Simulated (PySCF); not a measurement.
## How the method moves the proton affinities of acetylene

Structure: `C#C` (C2H2). Atom numbers as in the mapped SMILES `[CH:1]#[CH:2]`.

All levels share the PBE0-D3(BJ)/def2-SVP structures and the PBE0-D3(BJ)/def2-SVP thermal terms; only the single-point energies (PySCF) change. Values are proton affinities (298 K, kJ/mol).

| level | C1 | abs. error | time |
| --- | --- | --- | --- |
| PBE0-D3(BJ)/ma-def2-SVP (grid 2, guess 1e, max cycle 100, fallback True) | 644 | 1.1 | 0.54 s |
| M06-L/pcseg-1 (grid 3) | 645 | 2.7 | 1.1 s |
| ωB97X-D3(BJ)/def2-TZVP | 655 | 12.7 | – |
| B97-2/jun-cc-pV(T+d)Z | 659 | 16.1 | 1.9 s |
| ATcT 1.112 | 643 |  |  |

Times are wall times for all single points of a level on 1 thread of AMD EPYC 9R45 96-Core, a shared host; the dash marks the run that also made the structures. M06-L ran on a slower path of this set-up, which computes the density-fitting integrals anew in every SCF cycle while the other levels store them. So the times needn't show the usual order of cost, and those levels read slower than they are.

The spread: 15 kJ/mol, from 644 to 659.

A small basis comes closest here by cancellation of errors.

Known limits: protonation at a multiple bond is drawn as the open cation; a hydrogen-bridged form may lie lower, and the ion may have rearranged by a hydride shift.
